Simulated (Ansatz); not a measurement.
# One shape, several levels: BHF2 (SMILES FBF)

Wanted: a comparison of 6 runs (UHF/STO-3G, r2SCAN0/STO-3G, wB97M-V/STO-3G, CCSDT/STO-3G, CCSDTQ/STO-3G, CCSD/STO-3G) of BHF2. 

Program for the calculation: Ansatz 0.2.0.

54 further runs of the same task are left out: 1 that didn't finish, 53 set aside as unsound or not needed.

### Step 1. The structure to begin with

BHF2: 4 atoms, total charge 0, spin state singlet. SMILES: `FBF`. The F3–B2 distance was set to 1.970 Å, away from the relaxed value.

Bond lengths: F1–B2 1.313 Å, B2–H4 1.191 Å. Angles: F1–B2–H4 121.0°. A long bond or contact: B2–F3 1.970 Å.

### Step 2. A single-point energy at UHF/STO-3G (run 1)

Input file input.yaml:

```yaml
crystal:
  periodic: [false, false, false]
  atoms:
    - {symbol: F, position_ang: [1.701014, 0.177069, -0.129865]}
    - {symbol: B, position_ang: [0.544814, -0.310831, 0.257235]}
    - {symbol: F, position_ang: [-1.095400, 0.528700, -0.438900]}
    - {symbol: H, position_ang: [0.489714, -1.234431, 1.007635]}
basis:
  gaussian:
    orbitals: STO-3G
accuracy: high
hamiltonian:
  xc: hf
magnetization:
  spin_polarized: true
```

Run with:

```
ansatz run input.yaml --threads 1 --pin off --max-ram 2610MiB --events-out events.jsonl --progress --plain --runs-dir runs
```

Log:

```text
Warning: RAYON_NUM_THREADS=1 ignored (pool sized by the plan → 1); use --threads N
Functional definition: HF
  name "HF"
  exchange = exact_x
  correlation = 0
267 factors; integrals over basis functions are off by at most 3.8e-8 eV
mean field evaluation 1: about -6006.2589 eV, gradient 2.1e1 eV
mean field evaluation 2: about -6006.2925 eV, gradient 2.1e1 eV
mean field evaluation 4: about -6012.1497 eV, gradient 2.5e0 eV
mean field evaluation 8: about -6012.2631 eV, gradient 7.2e-2 eV
mean field evaluation 16: about -6012.5605 eV, gradient 1.7e0 eV
mean field evaluation 32: about -6011.4116 eV, gradient 1.0e1 eV
mean field evaluation 64: about -6011.0234 eV, gradient 1.6e0 eV
mean field -6012.89058349 eV, -220.9696532597 hartree, gradient 8.0e-9 eV, S^2 0.542457; 3 other end points of the search recorded, 0 dependent functions left out
reference -6012.89058349 eV, -220.9696532597 hartree; 12, 12 occupied and 4, 4 virtual orbitals, 267 factors
Total energy: -6012.89058349 eV, -220.9696532597 hartree
```

Run time: 0.16 s. Hardware: 1 thread of Intel Xeon Platinum 8488C (Sapphire Rapids), shared host.

### Step 3. The energy at r2SCAN0/STO-3G (run 2)

Input file job.yaml:

```yaml
crystal:
  periodic: [false, false, false]
  atoms:
    - {symbol: F, position_ang: [1.701014, 0.177069, -0.129865]}
    - {symbol: B, position_ang: [0.544814, -0.310831, 0.257235]}
    - {symbol: F, position_ang: [-1.095400, 0.528700, -0.438900]}
    - {symbol: H, position_ang: [0.489714, -1.234431, 1.007635]}
basis:
  gaussian:
    orbitals: STO-3G
hamiltonian:
  xc: {name: r2SCAN0}
accuracy: high
```

Run with:

```
ansatz run job.yaml --threads 1 --pin off --max-ram 2610MiB --events-out events.jsonl --progress --plain --runs-dir runs
```

Log:

```text
Warning: RAYON_NUM_THREADS=1 ignored (pool sized by the plan → 1); use --threads N
Functional definition: r2SCAN0
  name "r2SCAN0"
  parameter a = 0.25
  parameter k0 = 0.174
  parameter k1 = 0.065
  parameter a1 = 4.9479
  exchange = (1 - a)*r2scan_x(k0 = k0, k1 = k1, a1 = a1) + a*exact_x
  correlation = r2scan_c
267 factors; integrals over basis functions are off by at most 3.8e-8 eV
mean field evaluation 1: about -6031.7710 eV, gradient 2.4e1 eV
mean field evaluation 2: about -5949.6524 eV, gradient 1.3e2 eV
mean field evaluation 4: about -6035.3351 eV, gradient 3.0e0 eV
mean field evaluation 8: about -6035.3104 eV, gradient 1.8e-1 eV
mean field evaluation 16: about -6035.3106 eV, gradient 2.1e-6 eV
mean field -6035.31057800 eV, -221.7935728609 hartree, gradient 9.6e-8 eV, S^2 0.000000; 0 other end points of the search recorded, 0 dependent functions left out
reference -6035.31057819 eV, -221.7935728682 hartree; 12, 12 occupied and 4, 4 virtual orbitals, 267 factors
Total energy: -6035.31057819 eV, -221.7935728682 hartree
```

It took 1.1 s on 1 thread of Intel Xeon Platinum 8488C (Sapphire Rapids), shared host; peak memory 0.14 GiB.

Run 3 isn't shown in full; the table further down has it.

### Step 4. The energy at CCSDT/STO-3G (run 4)

Input file input.yaml:

```yaml
basis:
  gaussian:
    orbitals: STO-3G
crystal:
  periodic: [false, false, false]
  atoms:
    - {symbol: F, position_ang: [1.701014, 0.177069, -0.129865]}
    - {symbol: B, position_ang: [0.544814, -0.310831, 0.257235]}
    - {symbol: F, position_ang: [-1.095400, 0.528700, -0.438900]}
    - {symbol: H, position_ang: [0.489714, -1.234431, 1.007635]}
correlation:
  method: ccsdt
  frozen_orbitals: {B: 1, F: 1, H: 0}
accuracy: high
scf:
  omitted_lower_state_checks: [cluster_reference, increment]
```

Run with:

```
ansatz run input.yaml --threads 1 --pin off --max-ram 2610MiB --events-out events.jsonl --progress --plain --runs-dir runs
```

Log, cut to the lines that bear on the results:

```text
Warning: RAYON_NUM_THREADS=1 ignored (pool sized by the plan → 1); use --threads N
[... 2 set-up lines as earlier in the session ...]
[...]
267 factors; integrals over basis functions are off by at most 3.8e-8 eV
[...]
mean field -6012.26316490 eV, -220.9465960516 hartree, gradient 1.6e-8 eV, S^2 0.000000; 0 other end points of the search recorded, 0 dependent functions left out; unrestricted orbitals would lower it
3 core orbitals not correlated: weight in the atoms' cores, before any rotation towards them, 1.000 or more for the frozen orbitals, at most 0.000 for the correlated occupied ones
reference -6012.26316490 eV, -220.9465960516 hartree; 9, 9 occupied and 4, 4 virtual orbitals, 267 factors
second order -2.79290147 eV of doubles, -0.00000000 eV of singles
cycle   1  -3.23299368 eV  change   -4.4e-1 eV  update   1.3e-1
[...]
cycle  38  -4.03906691 eV  change  -6.2e-10 eV  update  2.2e-10
Total energy: -6016.30223180 eV, -221.0950290226 hartree
Checks for a lower state left out: cluster_reference, increment
```

It took 0.26 s on 1 thread of Intel Xeon Platinum 8488C (Sapphire Rapids), shared host.

Run 5 isn't shown in full; the table further down has it.

### Step 5. A single-point energy at CCSD/STO-3G (run 6)

Changes to job.yaml since step 3:

```diff
@@ -10,4 +10,7 @@
     orbitals: STO-3G
-hamiltonian:
-  xc: {name: r2SCAN0}
+correlation:
+  method: ccsd
+  frozen_orbitals: {B: 1, F: 1, H: 0}
 accuracy: high
+scf:
+  omitted_lower_state_checks: [cluster_reference, increment]
```

Run with:

```
ansatz run job.yaml --threads 1 --pin off --max-ram 2610MiB --events-out events.jsonl --progress --plain --runs-dir runs
```

Log, cut to the lines that bear on the results:

```text
Warning: RAYON_NUM_THREADS=1 ignored (pool sized by the plan → 1); use --threads N
[... 2 set-up lines as earlier in the session ...]
[...]
267 factors; integrals over basis functions are off by at most 3.8e-8 eV
[...]
mean field -6012.26316490 eV, -220.9465960516 hartree, gradient 1.6e-8 eV, S^2 0.000000; 0 other end points of the search recorded, 0 dependent functions left out; unrestricted orbitals would lower it
3 core orbitals not correlated: weight in the atoms' cores, before any rotation towards them, 1.000 or more for the frozen orbitals, at most 0.000 for the correlated occupied ones
reference -6012.26316490 eV, -220.9465960516 hartree; 9, 9 occupied and 4, 4 virtual orbitals, 267 factors
second order -2.79290147 eV of doubles, -0.00000000 eV of singles
cycle   1  -3.23299369 eV  change   -4.4e-1 eV  update   1.2e-1
[...]
cycle  26  -3.77262864 eV  change   -1.6e-9 eV  update  7.6e-10
Total energy: -6016.03579353 eV, -221.0852375968 hartree
Checks for a lower state left out: cluster_reference, increment
```

Run time: 0.14 s. Hardware: 1 thread of Intel Xeon Platinum 8488C (Sapphire Rapids), shared host.

### Step 6. The series

```tsv
run	level	frozen core orbitals	energy (Eh)	wall time
1	UHF/STO-3G	–	-220.969653	0.16 s
2	r2SCAN0/STO-3G	–	-221.793573	1.1 s
3	wB97M-V/STO-3G	–	-221.878452	6.9 s
4	CCSDT/STO-3G	3	-221.095029	0.26 s
5	CCSDTQ/STO-3G	3	-221.095307	6.9 s
6	CCSD/STO-3G	3	-221.085238	0.14 s
```

### Step 7. Results

```
                                          quantity          value
                               run 6: total energy  -221.08524 Eh
run 6: correlation energy (3 core orbitals frozen)     -138.6 mEh
                              run 6: T1 diagnostic          0.022
```

**Reading.** Below the UHF energy at the same shape and in the same basis (STO-3G): CCSDT -125.4 mEh; CCSDTQ -125.7 mEh; CCSD -115.6 mEh. Some of these start from another determinant than that one, so these aren't their correlation energies. Totals of different functionals can't be ranked against each other. In runs 4, 5, 6 the log says that unrestricted orbitals would lower the reference, so the values rest on an unstable closed-shell determinant (other closed-shell runs at this shape may share the fault). In runs 1, 2, 3, 4, 5, 6 the basis is minimal, so the values are rough. Spin contamination of the reference: run 1 ⟨S²⟩ = 0.54. All runs together took 15 s, the longest 6.9 s.
